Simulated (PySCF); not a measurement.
**B, B⁺, B²⁺, B³⁺: ionisation energies in dyall-av2z**

Each state of boron is computed at each level; their differences give the ionisation energy. How far do the methods differ?

The numbers are computed with PySCF 2.14.0 (unrestricted determinants in a Gaussian basis, no spin-orbit coupling in the energies), except any that are marked as measured or tabulated.

## Step 1: The system

```
Element                                   : boron (Z = 5)
Basis                                     : dyall-av2z (11s7p2d, 42 functions)
Hamiltonian                               : no relativity, point nucleus
State 1                                   : B: [He] 2s2 2p1, 2P determinant
State 2                                   : B⁺: [He] 2s2, closed-shell 1S
State 3                                   : B²⁺: [He] 2s1, 2S determinant
State 4                                   : B³⁺: 1s2, closed-shell 1S
Methods                                   : UHF, LDA, PBE, PBE0, r2SCAN, LC-wPBE, BHandHLYP, PBEsol, TPSSh, MP2
Core shells frozen in the correlated runs : valence: 1s2 (for B)
```

Outer shells as boxes (Hund's rule):

B [He] 2s2 2p1
```
[He] core
2s [↑↓]
2p [↑ ][  ][  ]
```

B+ [He] 2s2
```
[He] core
2s [↑↓]
```

B2+ [He] 2s1
```
[He] core
2s [↑ ]
```

B3+ 1s2
```
1s [↑↓]
```

The runs were made by one driver on top of PySCF. The scripts below sum up each run's settings (the driver also hands on starting orbitals that pick excited configurations, and frozen orbitals as a list rather than a count), and the logs come from the driver's own runs. The driver starts from symmetry-adapted Hartree-Fock orbitals, holds the occupation by maximum overlap and uses a logarithmic radial grid for functionals, so a plain start would take other cycles.

The integrals over 42 functions and the set-up took 0.22 s of CPU time.

## Step 2: B: the ladder of methods

UHF:

Contents of input.py:

```python
from pyscf import gto, scf, dft, mp, cc
import basis_set_exchange as bse
mol = gto.M(atom="B 0 0 0", charge=0, spin=1, symmetry="D2h",
            basis=gto.basis.parse(bse.get_basis("dyall-av2z", elements=["B"], fmt="nwchem")))
mf = scf.UHF(mol)
mf.irrep_nelec = {'Ag': (2, 2), 'B2u': (1, 0)}
mf.kernel()
```

The log of the run:

```text
damping factor = 0
level_shift factor = 0
DIIS = <class 'pyscf.scf.diis.CDIIS'>
diis_start_cycle = 1
diis_space = 10
diis_damp = 0
SCF conv_tol = 1e-09
SCF conv_tol_grad = None
number electrons alpha = 3  beta = 2
cycle= 1 E= -24.5317423311254  delta_E= -0.00309  |g|= 0.0192  |ddm|= 0.0431
cycle= 2 E= -24.5321460642529  delta_E= -0.000404  |g|= 0.00696  |ddm|= 0.0158
cycle= 3 E= -24.5322115915271  delta_E= -6.55e-05  |g|= 0.000361  |ddm|= 0.00956
cycle= 4 E= -24.5322119564377  delta_E= -3.65e-07  |g|= 0.000124  |ddm|= 0.00106
cycle= 5 E= -24.5322120021072  delta_E= -4.57e-08  |g|= 2.9e-05  |ddm|= 0.000454
cycle= 6 E= -24.5322120041203  delta_E= -2.01e-09  |g|= 3.94e-06  |ddm|= 0.000115
cycle= 7 E= -24.5322120041456  delta_E= -2.53e-11  |g|= 6.65e-07  |ddm|= 1.4e-05
converged SCF energy = -24.5322120041456  <S^2> = 0.76073982  2S+1 = 2.0107111
```

CPU time 0.57 s on a shared host, the integrals not counted.

Orbital energies by shell (radii are means over both spins):

```
shell  electrons  mean orbital energy (eV)  spread (eV)  rms radius (bohr)
 1s α          1                   -209.60            0              0.379
 1s β          1                   -209.19            0              0.379
 2s α          1                   -14.836            0               2.18
 2s β          1                   -12.148            0               2.18
 2p α          1                    -8.670            0               2.46
```

⟨S²⟩ = 0.761, ⟨L²⟩ = 2.03.

Spin-orbit constants on these orbitals (cm⁻¹; bare nucleus, screened nucleus, mean field): 2p 22.70, 13.62, 9.868. To first order in LS coupling the lowest level has J = 1/2 and lies 0.00122 eV below the centre of the term.

LDA:

input.py differs from the last one in:

```diff
@@ -4,3 +4,3 @@
             basis=gto.basis.parse(bse.get_basis("dyall-av2z", elements=["B"], fmt="nwchem")))
-mf = scf.UHF(mol)
+mf = dft.UKS(mol, xc="LDA,VWN")
 mf.irrep_nelec = {'Ag': (2, 2), 'B2u': (1, 0)}
```

The log of the run:

```text
damping factor = 0
level_shift factor = 0
DIIS = <class 'pyscf.scf.diis.CDIIS'>
diis_start_cycle = 1
diis_space = 10
diis_damp = 0
SCF conv_tol = 1e-09
SCF conv_tol_grad = None
number electrons alpha = 3  beta = 2
XC functionals = LDA,VWN
    P. A. M. Dirac.,  Math. Proc. Cambridge Philos. Soc. 26, 376 (1930)
    F. Bloch.,  Z. Phys. 57, 545 (1929)
    S. H. Vosko, L. Wilk, and M. Nusair.,  Can. J. Phys. 58, 1200 (1980)
cycle= 1 E= -24.3552648026398  delta_E= -0.0057  |g|= 0.024  |ddm|= 0.0653
cycle= 2 E= -24.3552990976067  delta_E= -3.43e-05  |g|= 0.00344  |ddm|= 0.00552
cycle= 3 E= -24.3553005805622  delta_E= -1.48e-06  |g|= 0.000482  |ddm|= 0.0025
cycle= 4 E= -24.3553007814743  delta_E= -2.01e-07  |g|= 3.61e-05  |ddm|= 0.000876
cycle= 5 E= -24.355300782801  delta_E= -1.33e-09  |g|= 1.16e-06  |ddm|= 6.29e-05
cycle= 6 E= -24.3553007828025  delta_E= -1.46e-12  |g|= 4.54e-08  |ddm|= 3.06e-06
converged SCF energy = -24.3553007828025  <S^2> = 0.75166215  2S+1 = 2.0016615
```

CPU time 0.51 s on a shared host, the integrals not counted.

PBE:

input.py differs from the last one in:

```diff
@@ -4,3 +4,3 @@
             basis=gto.basis.parse(bse.get_basis("dyall-av2z", elements=["B"], fmt="nwchem")))
-mf = dft.UKS(mol, xc="LDA,VWN")
+mf = dft.UKS(mol, xc="PBE")
 mf.irrep_nelec = {'Ag': (2, 2), 'B2u': (1, 0)}
```

The log of the run:

```text
damping factor = 0
level_shift factor = 0
DIIS = <class 'pyscf.scf.diis.CDIIS'>
diis_start_cycle = 1
diis_space = 10
diis_damp = 0
SCF conv_tol = 1e-09
SCF conv_tol_grad = None
number electrons alpha = 3  beta = 2
XC functionals = PBE
    J. P. Perdew, K. Burke, and M. Ernzerhof.,  Phys. Rev. Lett. 77, 3865 (1996)
    J. P. Perdew, K. Burke, and M. Ernzerhof.,  Phys. Rev. Lett. 78, 1396 (1997)
    J. P. Perdew, K. Burke, and M. Ernzerhof.,  Phys. Rev. Lett. 77, 3865 (1996)
    J. P. Perdew, K. Burke, and M. Ernzerhof.,  Phys. Rev. Lett. 78, 1396 (1997)
cycle= 1 E= -24.6113121043826  delta_E= -0.00422  |g|= 0.00864  |ddm|= 0.0899
cycle= 2 E= -24.6113525649359  delta_E= -4.05e-05  |g|= 0.00225  |ddm|= 0.0127
cycle= 3 E= -24.6113573506948  delta_E= -4.79e-06  |g|= 0.00101  |ddm|= 0.0058
cycle= 4 E= -24.6113582238316  delta_E= -8.73e-07  |g|= 6.44e-05  |ddm|= 0.00164
cycle= 5 E= -24.6113582276511  delta_E= -3.82e-09  |g|= 1.57e-06  |ddm|= 8.4e-05
cycle= 6 E= -24.611358227655  delta_E= -3.96e-12  |g|= 2.04e-07  |ddm|= 4.04e-06
converged SCF energy = -24.611358227655  <S^2> = 0.75311087  2S+1 = 2.0031085
```

CPU time 0.91 s on a shared host, the integrals not counted.

PBE0:

input.py differs from the last one in:

```diff
@@ -4,3 +4,3 @@
             basis=gto.basis.parse(bse.get_basis("dyall-av2z", elements=["B"], fmt="nwchem")))
-mf = dft.UKS(mol, xc="PBE")
+mf = dft.UKS(mol, xc="PBE0")
 mf.irrep_nelec = {'Ag': (2, 2), 'B2u': (1, 0)}
```

The log of the run:

```text
damping factor = 0
level_shift factor = 0
DIIS = <class 'pyscf.scf.diis.CDIIS'>
diis_start_cycle = 1
diis_space = 10
diis_damp = 0
SCF conv_tol = 1e-09
SCF conv_tol_grad = None
number electrons alpha = 3  beta = 2
XC functionals = PBE0
    C. Adamo and V. Barone.,  J. Chem. Phys. 110, 6158 (1999)
    M. Ernzerhof and G. E. Scuseria.,  J. Chem. Phys. 110, 5029 (1999)
cycle= 1 E= -24.6188737952184  delta_E= -0.00304  |g|= 0.009  |ddm|= 0.0694
cycle= 2 E= -24.6189500014202  delta_E= -7.62e-05  |g|= 0.00177  |ddm|= 0.0104
cycle= 3 E= -24.6189536862447  delta_E= -3.68e-06  |g|= 0.000429  |ddm|= 0.00325
cycle= 4 E= -24.6189538279488  delta_E= -1.42e-07  |g|= 4.49e-05  |ddm|= 0.000626
cycle= 5 E= -24.6189538297922  delta_E= -1.84e-09  |g|= 2.87e-06  |ddm|= 7.95e-05
cycle= 6 E= -24.6189538298034  delta_E= -1.12e-11  |g|= 3.53e-07  |ddm|= 8.86e-06
converged SCF energy = -24.6189538298034  <S^2> = 0.75410764  2S+1 = 2.0041034
```

CPU time 0.94 s on a shared host, the integrals not counted.

r2SCAN:

input.py differs from the last one in:

```diff
@@ -4,3 +4,3 @@
             basis=gto.basis.parse(bse.get_basis("dyall-av2z", elements=["B"], fmt="nwchem")))
-mf = dft.UKS(mol, xc="PBE0")
+mf = dft.UKS(mol, xc="R2SCAN")
 mf.irrep_nelec = {'Ag': (2, 2), 'B2u': (1, 0)}
```

The log of the run:

```text
damping factor = 0
level_shift factor = 0
DIIS = <class 'pyscf.scf.diis.CDIIS'>
diis_start_cycle = 1
diis_space = 10
diis_damp = 0
SCF conv_tol = 1e-09
SCF conv_tol_grad = None
number electrons alpha = 3  beta = 2
XC functionals = R2SCAN
    J. W. Furness, A. D. Kaplan, J. Ning, J. P. Perdew, and J. Sun.,  J. Phys. Chem. Lett. 11, 8208-8215 (2020)
    J. W. Furness, A. D. Kaplan, J. Ning, J. P. Perdew, and J. Sun.,  J. Phys. Chem. Lett. 11, 9248-9248 (2020)
    J. W. Furness, A. D. Kaplan, J. Ning, J. P. Perdew, and J. Sun.,  J. Phys. Chem. Lett. 11, 8208-8215 (2020)
    J. W. Furness, A. D. Kaplan, J. Ning, J. P. Perdew, and J. Sun.,  J. Phys. Chem. Lett. 11, 9248-9248 (2020)
cycle= 1 E= -24.6369134033269  delta_E= -0.00345  |g|= 0.00983  |ddm|= 0.0593
cycle= 2 E= -24.6370077381414  delta_E= -9.43e-05  |g|= 0.00194  |ddm|= 0.0119
cycle= 3 E= -24.6370121320388  delta_E= -4.39e-06  |g|= 0.000591  |ddm|= 0.00356
cycle= 4 E= -24.6370123938335  delta_E= -2.62e-07  |g|= 4.39e-05  |ddm|= 0.0011
cycle= 5 E= -24.6370123969318  delta_E= -3.1e-09  |g|= 6.99e-06  |ddm|= 0.000155
cycle= 6 E= -24.6370123970224  delta_E= -9.06e-11  |g|= 1.02e-06  |ddm|= 3.31e-05
converged SCF energy = -24.6370123970224  <S^2> = 0.75736765  2S+1 = 2.0073541
```

CPU time 1.7 s on a shared host, the integrals not counted.

LC-wPBE:

input.py differs from the last one in:

```diff
@@ -4,3 +4,3 @@
             basis=gto.basis.parse(bse.get_basis("dyall-av2z", elements=["B"], fmt="nwchem")))
-mf = dft.UKS(mol, xc="R2SCAN")
+mf = dft.UKS(mol, xc="LC_WPBE")
 mf.irrep_nelec = {'Ag': (2, 2), 'B2u': (1, 0)}
```

The log of the run:

```text
damping factor = 0
level_shift factor = 0
DIIS = <class 'pyscf.scf.diis.CDIIS'>
diis_start_cycle = 1
diis_space = 10
diis_damp = 0
SCF conv_tol = 1e-09
SCF conv_tol_grad = None
number electrons alpha = 3  beta = 2
XC functionals = LC_WPBE
    O. A. Vydrov and G. E. Scuseria.,  J. Chem. Phys. 125, 234109 (2006)
cycle= 1 E= -24.6284344812692  delta_E= -0.00415  |g|= 0.0151  |ddm|= 0.063
cycle= 2 E= -24.6286340443196  delta_E= -0.0002  |g|= 0.0044  |ddm|= 0.0139
cycle= 3 E= -24.6286609468371  delta_E= -2.69e-05  |g|= 0.000774  |ddm|= 0.00633
cycle= 4 E= -24.6286618812418  delta_E= -9.34e-07  |g|= 9.85e-05  |ddm|= 0.00153
cycle= 5 E= -24.6286618983114  delta_E= -1.71e-08  |g|= 2.9e-05  |ddm|= 0.000245
cycle= 6 E= -24.6286619002006  delta_E= -1.89e-09  |g|= 5.01e-06  |ddm|= 0.000102
cycle= 7 E= -24.6286619002696  delta_E= -6.9e-11  |g|= 5.54e-07  |ddm|= 1.98e-05
converged SCF energy = -24.6286619002696  <S^2> = 0.75483778  2S+1 = 2.0048319
```

CPU time 1.4 s on a shared host, the integrals not counted.

BHandHLYP:

input.py differs from the last one in:

```diff
@@ -4,3 +4,3 @@
             basis=gto.basis.parse(bse.get_basis("dyall-av2z", elements=["B"], fmt="nwchem")))
-mf = dft.UKS(mol, xc="LC_WPBE")
+mf = dft.UKS(mol, xc="BHANDHLYP")
 mf.irrep_nelec = {'Ag': (2, 2), 'B2u': (1, 0)}
```

The log of the run:

```text
damping factor = 0
level_shift factor = 0
DIIS = <class 'pyscf.scf.diis.CDIIS'>
diis_start_cycle = 1
diis_space = 10
diis_damp = 0
SCF conv_tol = 1e-09
SCF conv_tol_grad = None
number electrons alpha = 3  beta = 2
XC functionals = BHANDHLYP
    A. D. Becke.,  J. Chem. Phys. 98, 1372 (1993)
    Defined through Gaussian implementation.
cycle= 1 E= -24.6539947991042  delta_E= -0.0026  |g|= 0.0101  |ddm|= 0.052
cycle= 2 E= -24.6540878596732  delta_E= -9.31e-05  |g|= 0.00217  |ddm|= 0.0102
cycle= 3 E= -24.6540935058676  delta_E= -5.65e-06  |g|= 0.000326  |ddm|= 0.00266
cycle= 4 E= -24.6540936020068  delta_E= -9.61e-08  |g|= 3.16e-05  |ddm|= 0.000461
cycle= 5 E= -24.6540936040625  delta_E= -2.06e-09  |g|= 5.96e-06  |ddm|= 7.72e-05
cycle= 6 E= -24.6540936041721  delta_E= -1.1e-10  |g|= 1.1e-06  |ddm|= 2.25e-05
converged SCF energy = -24.6540936041721  <S^2> = 0.75470413  2S+1 = 2.0046986
```

It used 0.87 s of CPU time after the integrals (shared host).

PBEsol:

input.py differs from the last one in:

```diff
@@ -4,3 +4,3 @@
             basis=gto.basis.parse(bse.get_basis("dyall-av2z", elements=["B"], fmt="nwchem")))
-mf = dft.UKS(mol, xc="BHANDHLYP")
+mf = dft.UKS(mol, xc="PBEsol")
 mf.irrep_nelec = {'Ag': (2, 2), 'B2u': (1, 0)}
```

The log of the run:

```text
damping factor = 0
level_shift factor = 0
DIIS = <class 'pyscf.scf.diis.CDIIS'>
diis_start_cycle = 1
diis_space = 10
diis_damp = 0
SCF conv_tol = 1e-09
SCF conv_tol_grad = None
number electrons alpha = 3  beta = 2
XC functionals = PBEsol
    J. P. Perdew, A. Ruzsinszky, G. I. Csonka, O. A. Vydrov, G. E. Scuseria, L. A. Constantin, X. Zhou, and K. Burke.,  Phys. Rev. Lett. 100, 136406 (2008)
    J. P. Perdew, A. Ruzsinszky, G. I. Csonka, O. A. Vydrov, G. E. Scuseria, L. A. Constantin, X. Zhou, and K. Burke.,  Phys. Rev. Lett. 100, 136406 (2008)
cycle= 1 E= -24.4766300768638  delta_E= -0.00406  |g|= 0.0138  |ddm|= 0.0741
cycle= 2 E= -24.4766568134423  delta_E= -2.67e-05  |g|= 0.00176  |ddm|= 0.00582
cycle= 3 E= -24.4766573906623  delta_E= -5.77e-07  |g|= 0.000213  |ddm|= 0.00102
cycle= 4 E= -24.4766574254721  delta_E= -3.48e-08  |g|= 8.67e-05  |ddm|= 0.000476
cycle= 5 E= -24.4766574323311  delta_E= -6.86e-09  |g|= 1.77e-06  |ddm|= 0.000149
cycle= 6 E= -24.476657432335  delta_E= -3.95e-12  |g|= 9.92e-08  |ddm|= 3.55e-06
converged SCF energy = -24.476657432335  <S^2> = 0.75258091  2S+1 = 2.0025793
```

CPU time 0.89 s on a shared host, the integrals not counted.

TPSSh:

input.py differs from the last one in:

```diff
@@ -4,3 +4,3 @@
             basis=gto.basis.parse(bse.get_basis("dyall-av2z", elements=["B"], fmt="nwchem")))
-mf = dft.UKS(mol, xc="PBEsol")
+mf = dft.UKS(mol, xc="TPSSH")
 mf.irrep_nelec = {'Ag': (2, 2), 'B2u': (1, 0)}
```

The log of the run:

```text
damping factor = 0
level_shift factor = 0
DIIS = <class 'pyscf.scf.diis.CDIIS'>
diis_start_cycle = 1
diis_space = 10
diis_damp = 0
SCF conv_tol = 1e-09
SCF conv_tol_grad = None
number electrons alpha = 3  beta = 2
XC functionals = TPSSH
    V. N. Staroverov, G. E. Scuseria, J. Tao, and J. P. Perdew.,  J. Chem. Phys. 119, 12129 (2003)
cycle= 1 E= -24.6656926633568  delta_E= -0.00259  |g|= 0.00891  |ddm|= 0.0694
cycle= 2 E= -24.6657632058381  delta_E= -7.05e-05  |g|= 0.00203  |ddm|= 0.012
cycle= 3 E= -24.6657666913325  delta_E= -3.49e-06  |g|= 0.000597  |ddm|= 0.00362
cycle= 4 E= -24.6657669568837  delta_E= -2.66e-07  |g|= 2e-05  |ddm|= 0.000882
cycle= 5 E= -24.6657669573749  delta_E= -4.91e-10  |g|= 2.17e-06  |ddm|= 5.13e-05
converged SCF energy = -24.6657669573749  <S^2> = 0.75493748  2S+1 = 2.0049314
```

It used 1.8 s of CPU time after the integrals (shared host).

## Step 3: B, continued

MP2 (valence):

input.py: that of step 2 with these lines changed.

```diff
@@ -4,4 +4,5 @@
             basis=gto.basis.parse(bse.get_basis("dyall-av2z", elements=["B"], fmt="nwchem")))
-mf = dft.UKS(mol, xc="TPSSH")
+mf = scf.UHF(mol)
 mf.irrep_nelec = {'Ag': (2, 2), 'B2u': (1, 0)}
 mf.kernel()
+mp.UMP2(mf, frozen=[[0, 34, 35, 36, 37, 38, 39, 40, 41], [0, 34, 35, 36, 37, 38, 39, 40, 41]]).kernel()
```

No log was kept for this step.

It used 0.04 s of CPU time after the integrals (shared host).

With 3 electrons correlated, the MP2 correlation energy is -0.04066 hartree (-0.00295 same spin, -0.03771 opposite spin); the SCS form gives -0.04623. Largest pairs of shells: 2s-2s -0.0240, 2s-2p -0.0167, 2p-2p 0.0000.

Radial density 4πr²ρ of B at UHF:

```
r (bohr)  density  spin density
 0.00469   0.0189         0.000
 0.00789   0.0521         0.000
  0.0133    0.139         0.000
  0.0223    0.361         0.000
  0.0376    0.876         0.000
  0.0632     1.93         0.001
   0.106     3.57         0.002
   0.179     5.00         0.006
   0.301     4.44         0.024
   0.506     1.97         0.094
   0.851    0.934         0.265
    1.43     1.46         0.434
    2.41    0.944         0.303
    4.05    0.163         0.067
    6.81  0.00412         0.003
```

(Part 1 of 3 ends here.)
